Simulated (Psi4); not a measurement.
**B3LYP/cc-pCVDZ (sweep point 2) run of HBS (hydrogen boron sulfide)**

What is the vertical ionisation energy of HBS (hydrogen boron sulfide) at B3LYP/cc-pCVDZ (sweep point 2)? 

Program for the calculation: Psi4 1.11.

## 1. Starting point

The species is HBS (3 atoms), meant as a singlet with charge 0. SMILES: `B=S`. The coordinates come from a GFN2-xTB relaxation.

Bond lengths: B1–S2 1.592 Å, B1–H3 1.144 Å. Angles: S2–B1–H3 179.9°.

## 2. The energy at B3LYP/cc-pCVDZ (sweep point 2)

File input.in:

```
memory 1.6 GB

molecule system {
  0 1
  B     -0.07753546    -0.03042459     0.26936156
  S      0.74704653     0.27686377    -2.60717955
  H     -0.66952997    -0.24643918     2.33779909
  units au
  symmetry c1
}

set globals {
  reference            rks
  puream               true
  scf_type             pk
  dft_radial_points    99
  dft_spherical_points 590
}

energy_value, wavefunction = energy('b3lyp/cc-pCVDZ', return_wfn=True)
print_variables()
```

On the command line:

```
$ psi4 input.in input.out -n 1
```

input.out:

```text
[...]
  Running in c1 symmetry.
[...]
  Nuclear repulsion =   32.001458650021128
[...]
  Multiplicity = 1
[...]
  Nalpha       = 11
  Nbeta        = 11
[...]
    Number of basis functions: 50
[...]
   @RKS iter   1:  -423.60401865548624   -3.17887e-01   8.57521e-03 ADIIS/DIIS
[...]
   @RKS iter   7:  -423.67746435489033   -7.28759e-08   6.08488e-07 DIIS
[...]
    Orbital Energies [Eh]
    ---------------------
    Doubly Occupied:
       1A    -88.847926     2A     -7.930198     3A     -6.813732
       4A     -5.889063     5A     -5.887751     6A     -5.887751
       7A     -0.733962     8A     -0.488332     9A     -0.383504
      10A     -0.300962    11A     -0.300962
[...]
  @RKS Final Energy:  -423.67746435489033
   => Energetics <=
    Nuclear Repulsion Energy =             32.0014586500211280
    One-Electron Energy =                -647.1279567589067483
    Two-Electron Energy =                 215.7276348367179821
    DFT Exchange-Correlation Energy =     -24.2786010827227408
    Empirical Dispersion Energy =           0.0000000000000000
    VV10 Nonlocal Energy =                  0.0000000000000000
    Total Energy =                       -423.6774643548903327
[...]
 Multipole Moments:
 ------------------------------------------------------------------------------------
     Multipole            Electronic (a.u.)      Nuclear  (a.u.)        Total (a.u.)
 ------------------------------------------------------------------------------------
 L = 1.  Multiply by 2.5417464519 to convert [e a0] to [Debye]
 Dipole X            :          0.5251536           -1.0368395           -0.5116859
 Dipole Y            :          0.0524182           -0.1057839           -0.0533657
 Dipole Z            :         -0.0000000            0.0000000           -0.0000000
 Magnitude           :                                                    0.5144613
[...]
```

It took 5.4 s on 1 thread of AMD EPYC 7R43 (Zen 3), shared host; peak memory 0.5 GiB.

## 3. The doublet cation

File calc.inp:

```
memory 1.6 GB

molecule system {
  1 2
  B     -0.07753546    -0.03042459     0.26936156
  S      0.74704653     0.27686377    -2.60717955
  H     -0.66952997    -0.24643918     2.33779909
  units bohr
  symmetry c1
}

set reference uks
set puream true
set scf_type pk
set dft_radial_points 99
set dft_spherical_points 590
set maxiter 150

energy_value, wavefunction = energy('b3lyp/cc-pCVDZ', return_wfn=True)
print_variables()
```

On the command line:

```
$ psi4 calc.inp calc.out -n 1
```

calc.out:

```text
[...]
  Running in c1 symmetry.
[...]
  Nuclear repulsion =   32.001458650021128
[...]
  Multiplicity = 2
[...]
  Nalpha       = 11
  Nbeta        = 10
[...]
    Number of basis functions: 50
[...]
   @UKS iter   1:  -423.23783802582574    4.82938e-02   5.97384e-03 DIIS/ADIIS
[...]
   @UKS iter   9:  -423.26563491730684   -8.25486e-09   2.99378e-07 DIIS
[...]
   @S^2 Observed:                7.525396072E-01
[...]
    Orbital Energies [Eh]
    ---------------------
    Alpha Occupied:
       1A    -89.208642     2A     -8.288043     3A     -7.136803
       4A     -6.257344     5A     -6.243832     6A     -6.240761
       7A     -1.089092     8A     -0.763752     9A     -0.693610
      10A     -0.654121    11A     -0.615132
    Alpha Virtual:
      12A     -0.340331    13A     -0.321780    14A     -0.171817
      15A     -0.072470    16A     -0.002860    17A      0.024210
      18A      0.034977    19A      0.045245    20A      0.185603
      21A      0.197135    22A      0.198151    23A      0.208919
      24A      0.264396    25A      0.271532    26A      0.295926
[...]
  @UKS Final Energy:  -423.26563491730684
   => Energetics <=
    Nuclear Repulsion Energy =             32.0014586500211280
    One-Electron Energy =                -639.7741211528402800
    Two-Electron Energy =                 208.5526457036978343
    DFT Exchange-Correlation Energy =     -24.0456181181855122
    Empirical Dispersion Energy =           0.0000000000000000
    VV10 Nonlocal Energy =                  0.0000000000000000
    Total Energy =                       -423.2656349173067838
[...]
 Multipole Moments:
 ------------------------------------------------------------------------------------
     Multipole            Electronic (a.u.)      Nuclear  (a.u.)        Total (a.u.)
 ------------------------------------------------------------------------------------
 L = 1.  Multiply by 2.5417464519 to convert [e a0] to [Debye]
 Dipole X            :          0.1520480           -1.0368395           -0.8847915
 Dipole Y            :          0.0128170           -0.1057839           -0.0929668
 Dipole Z            :          0.0000000            0.0000000            0.0000000
 Magnitude           :                                                    0.8896622
[...]
```

Run time: 7.8 s. Hardware: 1 thread of AMD EPYC 7R43 (Zen 3), shared host; peak memory 0.51 GiB.

## 4. Outcome

At B3LYP/cc-pCVDZ (sweep point 2):

| quantity | value |
| --- | --- |
| singlet HBS: total energy | -423.67746 Eh |
| singlet HBS: dipole moment | 1.31 D |
| singlet HBS: HOMO energy | -8.19 eV |
| singlet HBS: LUMO energy | -1.17 eV |
| singlet HBS: HOMO–LUMO gap | 7.02 eV |
| doublet cation: total energy | -423.26563 Eh |
| doublet cation: HOMO energy (highest over α and β) | -16.41 eV |
| doublet cation: LUMO energy (lowest over α and β) | -14.23 eV |
| doublet cation: ⟨S²⟩ | 0.753 |
| vertical ionisation energy (to the doublet cation) | 11.206 eV |

In words: The vertical ionisation energy comes to 11.21 eV (258 kcal/mol). The negative HOMO energy of the first species, 8.19 eV, lies 3.02 eV below that difference.
